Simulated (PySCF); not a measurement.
This PySCF input (HF/pcseg-3) gives -1.13355 Eh with 66 basis functions.

```python
import numpy as np, basis_set_exchange as bse
from pyscf import gto, scf, dft, df

basis = {'H': gto.basis.parse(bse.get_basis('pcseg-3', elements=['H'], fmt='nwchem'))}
mol = gto.M(
    atom='''
    H    -0.00000000   -0.00000000   -0.37201156
    H     0.00000000    0.00000000    0.37201156
    ''',
    basis=basis,
    charge=0,
    verbose=4,
    max_memory=2160,
)
mf = scf.RHF(mol)
mf = mf.density_fit(auxbasis=df.autoaux(mol))
mf.conv_tol = 1e-9
mf.max_cycle = 100
print('smallest overlap eigenvalue', np.linalg.eigvalsh(mol.intor('int1e_ovlp'))[0])
mf.kernel()
dip = mf.dip_moment()
```

Change:
```diff
- basis = {'H': gto.basis.parse(bse.get_basis('pcseg-3', elements=['H'], fmt='nwchem'))}
+ basis = {'H': gto.basis.parse(bse.get_basis('def2-QZVP', elements=['H'], fmt='nwchem'))}
```

What does the run give now?

-1.13352 Eh (HF/def2-QZVP, 60 functions), a change of +0.03 mEh.
